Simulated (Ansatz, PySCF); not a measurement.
Species: SiF$_{3}$, charge 0, doublet. SiF3 (SMILES F[Si](F)F, doublet).
B3LYP-D3(BJ)/def2-TZVP minimum from Ansatz (a first-principles code):
```
Si
F 1 1.5883
F 1 1.5883 2 107.92
F 1 1.5883 2 107.92 3 -116.39
```
Charge 0, spin multiplicity 2.

Wanted: enthalpy of formation at 298 K (by atomisation, with ideal-gas terms from PySCF's Hessian at B3LYP-D3(BJ)/def2-TZVP and the atoms' measured values of the G2/97 table; no spin-orbit terms), in kcal/mol. Open shells are spin-unrestricted; no spin-orbit coupling. Cores are frozen in correlated methods. Rows without X2C or -DK are non-relativistic. CBS(X,Y): correlation extrapolated as X^-3, Hartree-Fock from the larger set. A bracket is a step between two methods taken in the basis named. Functionals run without relativity, which enters their misses. '+ core + X2C': CCSD(T) terms for core correlation (cc-pwCVTZ, 1s frozen past Ne) and scalar relativity (cc-pVTZ-DK).

```tsv
level	program	enthalpy of formation at 298 K (kcal/mol)	difference against the last row
PBE0/def2-TZVPD	Ansatz	-228.0	12.6
wB97M-V/def2-TZVPD	Ansatz	-234.1	6.5
CCSD/cc-pV(D+d)Z	Ansatz	-175.6	65.0
CCSD(T)/CBS(cc-pV(T+d)Z,cc-pV(Q+d)Z)	Ansatz	-241.5	-0.9
CCSDT(Q)/cc-pV(D+d)Z	Ansatz	-180.4	60.2
CCSD(T)/CBS(cc-pV(T+d)Z,cc-pV(Q+d)Z) + [CCSDT(Q) - CCSD(T)]/cc-pV(D+d)Z + core + X2C	Ansatz	-240.6	0.0
```
